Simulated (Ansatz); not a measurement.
**AlCO+ (triplet): wave-function methods side by side, def2-TZVPP**

One table from this session's results is given with a row withheld; the runs are named, their logs left out.

Computed with Ansatz 0.2.0, Gaussian basis. Level: def2-TZVPP, core rule «outside noble gas», up to 7 orbitals frozen.

Plan: UHF; ROHF; CCSD(T) on UHF.

## What is computed

The geometry is a PBE0/def2-TZVP stationary point (not a proven minimum) of the parent state, kept for this charge and spin.

3 atoms, charge 1, spin multiplicity 3.

Atoms are counted from 1 here; the program's logs count them from 0.

Bond lengths: Al1–C2 1.847 Å, C2–O3 1.158 Å. Angles: Al1–C2–O3 180.0°.

Set-up of the first run:

Contents of in.yaml:

```yaml
crystal:
  periodic: [false, false, false]
  atoms:
    - {symbol: Al, position_ang: [0.000000, 0.000000, 1.617200]}
    - {symbol: C, position_ang: [0.000000, 0.000000, -0.229400]}
    - {symbol: O, position_ang: [0.000000, 0.000000, -1.387800]}
basis:
  gaussian: {orbitals: def2-TZVPP}
total_charge: 1
magnetization: {spin_polarized: true, initial_magnetization: 2}
hamiltonian: {xc: hf}
output: {orbitals: {seedname: orbitals}}
```

Run with:

```sh
$ ansatz run in.yaml --threads 1 --pin off --events-out ev --progress --plain --max-ram 4096MiB --backend cpu
```

Among the steps run: UHF; ROHF; CCSD(T) on UHF.

One table of the session follows, with a row left open; its other results are not shown here.

```
  method  from UCCSD(T) (meV)
    ROHF             +11248.8
     UHF             +11181.5
    UMP2               +632.5
   UCCSD                    ?
UCCSD(T)                    0
```

Estimate the missing values for UCCSD.

The run gave: from UCCSD(T) (meV): +550.4. In the column «from UCCSD(T) (meV)» it lies between UCCSD(T) (0) and UMP2 (+632.5).
